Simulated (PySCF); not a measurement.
Compound: ClHO2S.
Geometry (GFN2-xTB, Å), atoms numbered from 1 in this order:
```
atom  x, y, z in Å
O1    -0.5699    1.2652   -0.6018
S2    -0.1689    0.0072   -0.0791
O3    -0.6445   -1.2062   -0.6432
Cl4    1.8685   -0.0574    0.0218
H5    -0.4766   -0.0059    1.2852
```

The calculation used PySCF, TDDFT CAM-B3LYP/def2-SVPD, vertical, gas phase, core orbitals frozen in the response.

Transition dipole moments from the ground state, in atomic units and in the frame of the coordinates above (overall signs are arbitrary), for the states with f of 0.002 or more among the lowest 8:

```csv
state,E (eV),μx,μy,μz
S1,5.802,-0.005,-0.160,-0.003
S3,6.780,-0.650,0.016,0.237
S5,7.573,-0.005,-0.165,-0.003
S6,7.825,-0.770,0.025,-0.039
S8,8.622,0.327,-0.016,0.334
```

(1) What oscillator strength does each state have?

(2) What is the point group, and which symmetry does each of these states have?

(3) Which bond between heavy atoms lies closest to the direction of the S6 transition dipole?

(4) What angle do the transition dipoles of S3 and S6 make?

(5) How is the summed strength of these states shared among x, y and z?

(6) What peak molar absorption coefficient would the strongest computed level give as a lone Gaussian band 0.5 eV wide at half height?

Results:

(1) f = (2/3) ΔE |μ|² with ΔE in hartree (27.2114 eV).

```json
{"state": "S1", "|μ|² (au)": "0.026", "|μ| (D)": "0.41", "f": "0.004"}
{"state": "S3", "|μ|² (au)": "0.479", "|μ| (D)": "1.76", "f": "0.080"}
{"state": "S5", "|μ|² (au)": "0.027", "|μ| (D)": "0.42", "f": "0.005"}
{"state": "S6", "|μ|² (au)": "0.595", "|μ| (D)": "1.96", "f": "0.114"}
{"state": "S8", "|μ|² (au)": "0.218", "|μ| (D)": "1.19", "f": "0.046"}
```

(2) Cs. The ground state is totally symmetric, so the direction of μ fixes the label. Polarised normal to the mirror plane, so A″: S1 and S5. Polarised in the mirror plane, so A′: S3, S6 and S8.

(3) S2–Cl4, at 0° from it; next O1–S2 and S2–O3 at 71°.

(4) |cos θ| = |μa·μb| / (|μa| |μb|) = 0.92, so θ ≈ 23° (taken between 0 and 90°, since the signs are arbitrary).

(5) (2/3) Σ ΔE μα² gives 0.206 for x, 0.009 for y and 0.033 for z, 0.248 in all.

(6) ε(max) = 2.175×10⁸ f / FWHM, with the width in cm⁻¹. S6: 2.175×10⁸ × 0.1141 / 4033 ≈ 6200 L mol⁻¹ cm⁻¹.
